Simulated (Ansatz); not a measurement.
Geometry optimisation, Ansatz, RKS PBE-D4/6-31G*.

Input:

```yaml
crystal:
  periodic: [false, false, false]
  atoms:
    - { symbol: Si, position_ang: [0.0, 0.0, 0.0] }
    - { symbol: C, position_ang: [0.0, 0.0, 2.22] }
    - { symbol: H, position_ang: [-0.9996, -0.3092, 2.5905] }
    - { symbol: H, position_ang: [0.7676, -0.7111, 2.5905] }
    - { symbol: H, position_ang: [0.232, 1.0203, 2.5905] }
    - { symbol: H, position_ang: [1.3768, 0.0, -0.4862] }
    - { symbol: H, position_ang: [-0.6877, 1.1914, -0.4862] }
    - { symbol: H, position_ang: [-0.6877, -1.1914, -0.4862] }
    - { symbol: S, position_ang: [-2.2957, 0.4239, 0.7757] }
    - { symbol: H, position_ang: [-3.1921, -0.3473, 0.0263] }
    - { symbol: H, position_ang: [-1.2571, 0.2322, 1.9581] }
basis:
  gaussian: { orbitals: "6-31G*" }
hamiltonian:
  xc: pbe
  dispersion: d4
relax:
  f_tol: 0.15
  max_steps: 25
  restrain:
    - { distance: [0, 8], at: 3.36, k: 30.0 }
    - { distance: [10, 1], at: 2.31, k: 30.0 }
    - { distance: [0, 1], at: 1.87, k: 30.0 }
    - { distance: [10, 8], at: 1.4, k: 30.0 }
output:
  orbitals: {}
```

Launched with:

```bash
$ ansatz run input.yaml --threads 1 --pin off --max-ram 2048MiB --backend cpu --events-out ev --progress --plain --runs-dir out
```

Question: Where does it end, and by what steps?

Answer: The forces met the threshold. The restraints hold the end off the free minimum. After 10 steps the energy has fallen by 4.791 eV (the restraints' own energy left out); H11 moved furthest, 0.89 Å. Parted: Si1–S9 (2.46 → 3.37 Å).

```json
{"step": "0", "energy less start (eV)": "0.0000", "largest force component (eV/Å)": "3.995", "accepted": "yes"}
{"step": "1", "energy less start (eV)": "-1.3683", "largest force component (eV/Å)": "2.718", "accepted": "yes"}
{"step": "2", "energy less start (eV)": "-2.1396", "largest force component (eV/Å)": "4.164", "accepted": "yes"}
{"step": "3", "energy less start (eV)": "-3.1832", "largest force component (eV/Å)": "3.697", "accepted": "yes"}
{"step": "4", "energy less start (eV)": "-4.3582", "largest force component (eV/Å)": "1.716", "accepted": "yes"}
{"step": "5", "energy less start (eV)": "-4.7151", "largest force component (eV/Å)": "0.853", "accepted": "yes"}
{"step": "6", "energy less start (eV)": "-4.7590", "largest force component (eV/Å)": "0.662", "accepted": "yes"}
{"step": "7", "energy less start (eV)": "-4.7793", "largest force component (eV/Å)": "0.586", "accepted": "yes"}
{"step": "8", "energy less start (eV)": "-4.7697", "largest force component (eV/Å)": "0.867", "accepted": "no"}
{"step": "9", "energy less start (eV)": "-4.7874", "largest force component (eV/Å)": "0.568", "accepted": "yes"}
{"step": "10", "energy less start (eV)": "-4.7908", "largest force component (eV/Å)": "0.572", "accepted": "yes"}
```

```xyz
11
Properties=species:S:1:pos:R:3
Si 0.193 -0.011 0.137
C 0.149 -0.046 2.021
H -0.560 -0.794 2.426
H 1.150 -0.324 2.406
H -0.098 0.945 2.450
H 1.590 -0.362 -0.310
H -0.134 1.336 -0.432
H -0.714 -1.047 -0.465
S -3.009 0.767 0.844
H -3.183 -0.505 0.391
H -2.127 0.350 1.826
```

Run time: 25 s on 1 thread of Arm Neoverse V2, with other jobs on the host, peak memory 0.13 GiB.
